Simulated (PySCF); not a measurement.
**Two-dimensional NMR puzzle**

Compound of formula C3HNS. Correlations simulated from computed shifts and the bond graph:

HSQC (one-bond C–H):
| δH | δC |
| --- | --- |
| 1.06 | 41.3 |

HMBC (two and three bonds, from the bond graph):
| δH | δC |
| --- | --- |
| 1.06 | 67.6 |

Carbons without hydrogens: δ 121.1, 67.6.

PySCF 2.14.0 with density-fitted response routines calculation with PBE0-D3(BJ)/def2-TZVP geometry and shielding tensors at B97-2/pcSseg-2 (GIAO); no relativistic terms, one computed conformer, no solvent model.

δ = σ(ref) − σ, references computed at the same level: ¹H and ¹³C against TMS.

Exchangeable hydrogens are left out of these lists.

Work out the connectivity.

Answers

Ethynyl Isothiocyanate (SMILES C(#C)N=C=S).

Numbering as in the mapped SMILES `[CH:1]#[C:2][N:3]=[C:4]=[S:5]`. Each H is labelled by its parent atom.

- δC 121.1 is C4, a central carbon of a heterocumulene.
- δC 67.6 is C2, an alkyne carbon.
- δC 41.3 is C1, a terminal alkyne carbon (δH 1.06).
- HMBC from δH 1.06 reaches the proton-free carbon C2.

Shifts are as computed. Against solution values, carbons near 30 ppm lie about +3 ppm off and those near 130 ppm about +7 ppm. Of 1211 compounds with measured shifts, 218 miss one by over three times the rms of a fit or turn the order of signals round; such compounds aren't used in these exercises.
